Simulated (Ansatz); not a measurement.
All numbers were calculated with Ansatz.

A structure relaxed at PBE0-D4/def2-TZVP, charge 0, multiplicity 1:

```xyz
5

O    -0.2206   -0.3337   -1.1490
Al    0.1164   -0.0741    0.4924
H    -0.4278    0.3700   -1.7614
H     0.0963    1.4001    1.0741
H     0.4357   -1.3623    1.3439
```

(1) Give its formula and SMILES.

(2) Point group (tolerance 0.08 Å, 0.16 Å for H)?

(3) Summarise the bond lengths by kind.

## Answers

(1) AlH3O, `[OH][AlH2]`.

(2) Cs.

(3) 1 × Al–O 1.696 Å; 1 × H–O 0.956 Å; 2 × Al–H 1.577 to 1.585 Å.
